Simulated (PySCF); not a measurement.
**Relaxation of singlet AlOF**

All numbers come from B3LYP/[Al def2-TZVP, O def2-TZVP, F def2-TZVP], no relativity, density fitting, PySCF. A (50,194) grid was used.

A hand-made bent start, of Cs symmetry, held to at least that symmetry:

```xyz
3
charge 0 multiplicity 1, angstrom
Al   -0.1177    0.0000   -0.5857
O    -1.5103    0.0000    0.3894
F     1.4387    0.0000    0.5041
```

Optimiser trace:
| step | E − E(last) (kJ/mol) | largest gradient (Eh/bohr) |
| --- | --- | --- |
| 0 | 188.37 | 0.10181 |
| 1 | 73.46 | 0.05546 |
| 2 | 31.30 | 0.05840 |
| 3 | 14.35 | 0.03522 |
| 4 | 11.28 | 0.06617 |
| 5 | 2.03 | 0.00683 |
| 6 | 0.62 | 0.00736 |
| 7 | 0.04 | 0.00302 |
| 8 | 0.00 | 0.00011 |
| 9 | 0.00 | 0.00005 |

It ends at C∞v with Al–F 1.637 Å, Al–O 1.597 Å; F–Al–O 180.0°. A frequency run shows a minimum. Other isomers or separated fragments may lie lower.
